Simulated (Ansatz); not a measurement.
Results of r²SCAN+rVV10 in Ansatz (plane waves, PAW) for fluorite CeO2.

The input as run:

Ansatz 0.2 input:
```yaml
crystal:
  lattice:
    - [0.0, 2.7110247911, 2.7110247911]
    - [2.7110247911, 0.0, 2.7110247911]
    - [2.7110247911, 2.7110247911, 0.0]
  atoms:
    - { symbol: Ce, position: [0.0, 0.0, 0.0] }
    - { symbol: O, position: [0.25, 0.25, 0.25] }
    - { symbol: O, position: [0.75, 0.75, 0.75] }
basis:
  ecutwfc: 560
  ecutrho_ratio: 4
  xc_grid: 3
kpoints:
  mp_grid: { grid: [12, 12, 12] }
  band_path:
    path:
      - [0.0, 0.0, 0.0]
      - [0.045455, 0.0, 0.045455]
      - [0.090909, 0.0, 0.090909]
      - [0.136364, 0.0, 0.136364]
      - [0.181818, 0.0, 0.181818]
      - [0.227273, 0.0, 0.227273]
      - [0.272727, 0.0, 0.272727]
      - [0.318182, 0.0, 0.318182]
      - [0.363636, 0.0, 0.363636]
      - [0.409091, 0.0, 0.409091]
      - [0.454545, 0.0, 0.454545]
      - [0.5, 0.0, 0.5]
      - [0.541667, 0.083333, 0.541667]
      - [0.583333, 0.166667, 0.583333]
      - [0.625, 0.25, 0.625]
      - [0.375, 0.375, 0.75]
      - [0.34375, 0.34375, 0.6875]
      - [0.3125, 0.3125, 0.625]
      - [0.28125, 0.28125, 0.5625]
      - [0.25, 0.25, 0.5]
      - [0.21875, 0.21875, 0.4375]
      - [0.1875, 0.1875, 0.375]
      - [0.15625, 0.15625, 0.3125]
      - [0.125, 0.125, 0.25]
      - [0.09375, 0.09375, 0.1875]
      - [0.0625, 0.0625, 0.125]
      - [0.03125, 0.03125, 0.0625]
      - [0.05, 0.05, 0.05]
      - [0.1, 0.1, 0.1]
      - [0.15, 0.15, 0.15]
      - [0.2, 0.2, 0.2]
      - [0.25, 0.25, 0.25]
      - [0.3, 0.3, 0.3]
      - [0.35, 0.35, 0.35]
      - [0.4, 0.4, 0.4]
      - [0.45, 0.45, 0.45]
      - [0.5, 0.5, 0.5]
      - [0.5, 0.46875, 0.53125]
      - [0.5, 0.4375, 0.5625]
      - [0.5, 0.40625, 0.59375]
      - [0.5, 0.375, 0.625]
      - [0.5, 0.34375, 0.65625]
      - [0.5, 0.3125, 0.6875]
      - [0.5, 0.28125, 0.71875]
      - [0.5, 0.25, 0.75]
      - [0.5, 0.2, 0.7]
      - [0.5, 0.15, 0.65]
      - [0.5, 0.1, 0.6]
      - [0.5, 0.05, 0.55]
    npoints: 1
hamiltonian:
  xc: r2scan
  dispersion: rvv10
  pseudopotentials: { kind: paw }
scf:
  occupations: { method: fermi_dirac, width: 0.01 }
  convergence: { dr2_threshold: 0.0000000003 }
output:
  forces: true
  stress: true
  eigenvalues: true
  write_bands: true
```

From the output:

```
Crystal: 3 atoms, lattice volume = 39.850 Å³
Basis set: ecut = 560 eV, 1243 PW (Γ), exchange–correlation on 90×90×90 points (27 copies of the dense FFT grid, shifted against one another)
Bands: 22, of which v1, the nominal top of the filled ones, is band 12 counted from 1 (11 counted from 0)
Symmetry: 48 space group operations
Space group: Fm-3m (ITA 225), of the structure as read, at distance tolerance 3.4e-5 Å
k-points: 72 of 1728
Initial density: superposition of atomic densities (chi_scale 0.1, normalization cell, long waves kept (reshape's long-wave potential 0.00 eV rms))
Functional: x = r2scan, c = r2scan + rvv10(b = 11.95, C = 0.0093); τ floored in thin density (d = 2e-4 eV/Å³)
SCF iter   1: F=—  HF=-7733.265777 eV  |F-HF|=—  |Δ(HF+E_count)|=         —  Δρ=1.79e-1  dr2=5.95e0  dr2_τ=2.71e-1
SCF iter   2: F=—  HF=-7730.446900 eV  |F-HF|=—  |Δ(HF+E_count)|=    2.82e0  Δρ=8.84e-2  dr2=1.19e0  dr2_τ=4.78e-1
  ...
SCF iter  14: F=—  HF=-7730.172219 eV  |F-HF|=—  |Δ(HF+E_count)|=  9.68e-10  Δρ=2.01e-6  dr2=8.89e-10  dr2_τ=1.39e-10
SCF iter  15: F=-7730.172219 eV  HF=-7730.172219 eV  |F-HF|=8.73e-11  |Δ(HF+E_count)|=  9.79e-10  Δρ=4.89e-7  dr2=1.06e-10  dr2_τ=1.48e-12
SCF 1 converged in 15 iterations: F = -7730.172219 eV  dr2 = 1.06e-10
SCF converged after 15 iterations
Free energy (F): -7730.172219 eV
Internal energy: -7730.172219 eV  (E = F + TS)
E sigma→0 (E₀):  -7730.172219 eV
Fermi energy:    11.938415 eV
--- Forces (eV/Å), atoms counted from 1 ---
  atom   1  Ce    -0.00000000     0.00000000     0.00000000
  atom   2  O      0.00000000    -0.00000000    -0.00000000
  atom   3  O      0.00000000     0.00000000    -0.00000000
--- Stress (GPa, compression-positive) ---
        0.000553       0.000000       0.000000
       -0.000000       0.000553      -0.000000
       -0.000000      -0.000000       0.000553
  P = ⅓ Tr σ = 0.0006 GPa (0.006 kbar)
```

The PAW data were made under PBE.

It cost very roughly 27 core-seconds of CPU time.

Ansatz is a first-principles code.
